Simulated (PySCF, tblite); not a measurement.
**C₄H₃S₂ radical: geometry, infrared bands and EPR parameters**

Wanted: the infrared bands and EPR parameters of C₄H₃S₂ radical (`Sc1c[c]cs1`), by calculation.

Programs: tblite 0.8.0 and PySCF 2.14.0, with density-fitted response routines of our own. Each step states its level of theory. These are calculated values for one molecule in the gas phase, unless marked as measured. Atoms are numbered from 0 throughout.

## (1) The molecule as given

9 atoms, charge 0, multiplicity 2; geometry from: force field or distance geometry start.

Bonds of the start (Å): S0–C1 1.76, C1–C2 1.37, C2–C3 1.43, C3–C4 1.38, C4–S5 1.71, S5–C1 1.71, S0–H6 1.34, C2–H7 1.08, C4–H8 1.07.

## (2) Optimising the geometry with GFN2-xTB

Job settings and geometry (Å):

```
{"job": {"kind": "relax", "xc": "GFN2-xTB", "basis": "xTB"}, "charge": 0, "multiplicity": 2}
S      2.447000     0.087200    -0.321200
C      0.695600     0.003900    -0.130300
C     -0.143000    -0.825300    -0.821700
C     -1.501000    -0.640800    -0.426900
C     -1.643800     0.287700     0.582200
S     -0.138300     0.964300     1.015400
H      2.669500     1.031000     0.606200
H      0.176700    -1.507800    -1.589200
H     -2.549300     0.606000     1.060300
```

The run is started by

```
$ OMP_NUM_THREADS=1 python probes_run.py task.json out
```

This one command runs all jobs of the session in turn.

Log:

```text
step      E/eV     max force
  0    -447.54492    2.621
  1    -447.66459    1.014
  2    -447.67983    0.362
  3    -447.68391    0.223
  4    -447.68832    0.156
  5    -447.68957    0.095
  6    -447.69011    0.079
  7    -447.69060    0.079
  8    -447.69097    0.066
  9    -447.69117    0.043
 10    -447.69125    0.026
 11    -447.69128    0.018
 12    -447.69130    0.015
 13    -447.69132    0.011
 14    -447.69133    0.013
 15    -447.69135    0.011
 16    -447.69136    0.010
 17    -447.69137    0.009
```

Wall time 0.1 s (1 thread of Arm Neoverse V1, shared host).

Step by step:

```csv
step,energy from step 0 (eV),largest force (eV/Å)
0,0.0000,2.6207
1,-0.1197,1.0137
2,-0.1349,0.3623
3,-0.1390,0.2225
4,-0.1434,0.1557
5,-0.1447,0.0949
6,-0.1452,0.0793
7,-0.1457,0.0788
8,-0.1461,0.0663
9,-0.1463,0.0434
10,-0.1463,0.0256
11,-0.1464,0.0185
12,-0.1464,0.0153
13,-0.1464,0.0114
14,-0.1464,0.0125
15,-0.1464,0.0114
16,-0.1464,0.0097
17,-0.1465,0.0091
```

Distances of close pairs at the start and the end, largest changes first:

```
 bond  before (Å)  after (Å)  change (Å)
C4–S5       1.706      1.768      +0.062
C3–C4       1.379      1.323      -0.056
C1–S5       1.712      1.746      +0.034
C2–C3       1.426      1.397      -0.029
S0–H6       1.342      1.331      -0.011
S0–C1       1.764      1.756      -0.008
C4–H8       1.072      1.068      -0.004
C2–H7       1.076      1.073      -0.003
```

The next job starts from the end point, and lists it.

## (3) Infrared spectrum with GFN2-xTB

Job settings and geometry (Å):

```
{"job": {"kind": "ir", "xc": "GFN2-xTB", "basis": "xTB"}, "charge": 0, "multiplicity": 2}
S      2.449704     0.082685    -0.331252
C      0.707663    -0.009389    -0.132608
C     -0.139463    -0.823420    -0.830374
C     -1.449031    -0.613293    -0.391537
C     -1.672006     0.273830     0.564227
S     -0.123827     0.985704     1.036163
H      2.630916     1.017553     0.599007
H      0.171602    -1.509864    -1.593619
H     -2.561995     0.602187     1.054815
```

Log:

```text
mode    cm-1     km/mol
  1     135.3     41.83
  2     187.5      0.03
  3     224.2      2.80
  4     331.1      0.72
  5     403.5      0.29
  6     486.3      0.00
  7     621.5      3.37
  8     667.1     11.57
  9     695.8     13.21
 10     713.4     24.80
 11     775.9     11.48
 12     843.3     14.47
 13     955.6     18.99
 14    1038.0      0.34
 15    1103.4      9.90
 16    1281.3      8.89
 17    1421.2     49.33
 18    1559.7      8.07
 19    2432.4     74.72
 20    3157.4      4.30
 21    3197.6      0.07
```

Run time: 0.24 s. Hardware: 1 thread of Arm Neoverse V1, shared host.

The strongest bands and the atoms that carry them (share of the mass-weighted mode):

```
cm⁻¹  km/mol                               atoms
 135    41.8                             H6 93 %
 667    11.6  C4 31 %, S5 27 %, C3 15 %, C2 14 %
 696    13.2                    H8 82 %, C4 14 %
 713    24.8                    C4 46 %, C3 24 %
 843    14.5                             H6 81 %
 956    19.0                             C1 64 %
1421    49.3                    C1 48 %, C2 43 %
2432    74.7                             H6 97 %
```

## (4) EPR parameters: B3LYP/pcH-1

The job, as its differences from that of step 3:

```diff
@@ -1,2 +1,2 @@
-{"job": {"kind": "ir", "xc": "GFN2-xTB", "basis": "xTB"}, "charge": 0, "multiplicity": 2}
+{"job": {"kind": "epr", "basis": "pcH-1"}, "charge": 0, "multiplicity": 2}
 S      2.449704     0.082685    -0.331252
```

Level: UKS B3LYP, pcH-1 on C H S, non-relativistic, mean-field spin-orbit, GIAO.

Log:

```text
UKS, coarse grid
  cycle   1  E = -950.47882792  |g| = 2.85e-01
  cycle   2  E = -950.43129138  |g| = 3.88e-01
  cycle   3  E = -950.50907344  |g| = 1.03e-01
  cycle   4  E = -950.51472155  |g| = 4.01e-02
  cycle   5  E = -950.51550859  |g| = 1.20e-02
  cycle   6  E = -950.51558708  |g| = 6.75e-03
  cycle   7  E = -950.51561218  |g| = 3.08e-03
  cycle   8  E = -950.51562133  |g| = 1.34e-03
  cycle   9  E = -950.51562489  |g| = 6.27e-04
UKS, final grid
  cycle   1  E = -950.51564041  |g| = 7.30e-04
  cycle   2  E = -950.51564029  |g| = 1.12e-03
  cycle   3  E = -950.51564097  |g| = 2.35e-04
  cycle   4  E = -950.51564103  |g| = 1.70e-04
  cycle   5  E = -950.51564113  |g| = 7.79e-05
  cycle   6  E = -950.51564114  |g| = 1.62e-05
E = -950.51564114 Eh   <S^2> = 0.7576 (exact 0.7500)
g shifts (ppm)      1          2          3
  rmc          -174       -174       -174
  gc             19        -16         12
  oz_so       -2303        -98        251
  total       -2458       -288         89
hyperfine (MHz)  atom isotope    a_iso     a_fc   dipolar eigenvalues
    0   33S       2.41       2.37     -1.29     -0.33      1.63
    1   13C      83.13      83.12     -3.33      0.53      2.81
    2   13C      43.66      43.65     -9.82     -2.92     12.74
    3   13C     411.82     412.32    -77.12    -60.61    137.73
    4   13C      51.02      51.06    -14.85     -1.85     16.70
    5   33S       6.16       6.11    -13.51    -11.94     25.45
    6    1H       3.09       3.07     -1.63     -0.08      1.71
    7    1H      22.17      22.18     -6.15     -5.01     11.16
    8    1H      38.75      38.77     -5.36     -4.42      9.78
```

Run time: 44 s. Hardware: 1 thread of Arm Neoverse V1, shared host; peak memory 0.76 GiB.

Principal g values 1.99986, 2.00203, 2.00241; g(iso) = 2.00143, against 2.00232 for a free electron.

Hyperfine couplings, nucleus by nucleus at this fixed geometry (no averaging over rotations):

```
nuclei  isotope  a(iso) (MHz)  a(iso) (G, at g = 2.0023)  largest dipolar term (MHz)
    C3      13C         411.8                      146.9                       137.7
    C1      13C          83.1                       29.7                        -3.3
    C4      13C          51.0                       18.2                        16.7
    C2      13C          43.7                       15.6                        12.7
    H8       1H          38.7                       13.8                         9.8
    H7       1H          22.2                        7.9                        11.2
    S5      33S           6.2                        2.2                        25.4
    H6       1H           3.1                        1.1                         1.7
    S0      33S           2.4                        0.9                         1.6
```

Mulliken spin populations:

```
atom  value (e)
  S0       0.01
  C1       0.05
  C2      -0.04
  C3       0.97
  C4      -0.11
  S5       0.10
  H6       0.00
  H7       0.01
  H8       0.02
```

In first order the couplings over 0.8 MHz of 1H give 8 distinct lines over 22.8 G.

The fields below are evaluated on a grid from the run's orbitals.

ELF in a plane through or near 9 of the atoms.

Ten even steps from ' ' (0.00) to '@' (1.00):
```
                                                        
                                                        
                                                        
                        ::====::..                      
            ::..      --##%%%%##==..                    
        ::**@@@@++    ==%%@@@@%%++::      ::..          
        ==@@@@@@@@::  --**..**::++==..**@@@@@@**        
        --##@@@@@@==  ::++::**--####++@@@@@@@@@@..      
        ::++%%@@%%==::==%%**--++%%**..%%@@@@@@%%..      
      ::++**..##==**%%::--**==..++==..==****==::        
      --##%%::##==**%%::++**==..++##%%**--              
      --##%%@@##**==--==%%==::%%==%%..##**::            
      ::++##%%**==..  ::++::****%%==##@@%%++..          
        ::--==::..  ..++@@%%**++++##%%@@%%**::          
                    ++@@@@@@@@==  ..++****--            
                    **@@@@@@@@--    ..::..              
                    ..==%%%%**                          
                                                        
                                                        
                                                        
```
The map spans 10.5 Å across and 9.6 Å up, centred on the molecule. Atoms in the plane (x, y in Å): S0 (-2.5, 0.0), C1 (-0.7, -0.1), C2 (0.1, -1.2), C3 (1.4, -0.8), C4 (1.7, 0.5), S5 (0.2, 1.4), H6 (-2.6, 1.3), H7 (-0.3, -2.2), H8 (2.7, 1.0).

log10 of the density (e/Å³) in the same plane.

Ten even steps from ' ' (-4.0) to '@' (2.0):
```
                                                        
                                                        
                    ....::::::::::..                    
              ......::::----------::....                
        ..::::::::::----==++++++====--::::....          
      ..::--======--====++******++==--------::::..      
    ..::--==++**++====++**##%%##**++++++++====--::      
  ..::--==++**##**++++++**##@@%%************====::..    
  ..::--==++********++**************######**++==::..    
  ::::==++**##@@%%****####****++**####****++==--::      
  ::--==++**##@@%%****##%%********####**++==--::..      
  ::::--++++******++++****########@@##**++==--::..      
  ..::--====++++++====++**%%@@##**##**++++==--::        
    ..::----======--==++**####****++++++==--::..        
      ....::::::::--==++******++======----::....        
            ......::--==++++++==------::::..            
                  ..::--------::::......                
                    ....::::::....                      
                                                        
                                                        
```
The map spans 10.5 Å across and 9.6 Å up, centred on the molecule. Atoms in the plane (x, y in Å): S0 (-2.5, 0.0), C1 (-0.7, -0.1), C2 (0.1, -1.2), C3 (1.4, -0.8), C4 (1.7, 0.5), S5 (0.2, 1.4), H6 (-2.6, 1.3), H7 (-0.3, -2.2), H8 (2.7, 1.0).

On the surface of density 0.002 e/bohr³ the electrostatic potential runs, from the 1st to the 99th percentile, from -0.62 V near S0 to 1.55 V near H6.

The spin density lies nearest to C3 74 %; S5 9 %; C4 6 % (beta excess).

## (5) Outcome

| quantity | value |
| --- | --- |
| strongest single infrared mode (GFN2-xTB) | 2432 cm⁻¹, 75 km/mol |
| zero-point energy (GFN2-xTB) | 31.8 kcal/mol |
| g(iso) (B3LYP) | 2.00143 |
| ⟨S²⟩ | 0.758 (exact 0.75) |
| largest a(iso) | 13C on C3, 411.8 MHz |
| surface potential, 1st and 99th percentile | -0.62 V and 1.55 V |

**Reading.** Over 17 steps the energy fell by 0.146 eV; of the close pairs, C4–S5 changed most, 1.706 to 1.768 Å. All 21 modes are real, so the xTB geometry is a minimum. The strongest single mode, at 2432 cm⁻¹, moves mainly H6. Unscaled tight-binding wavenumbers are off by several per cent, some by more. Its intensities can rank the bands wrongly. Most of the unpaired spin sits on C3 (0.97 e). The isotropic g lies 0.9 ppt below the free-electron value.
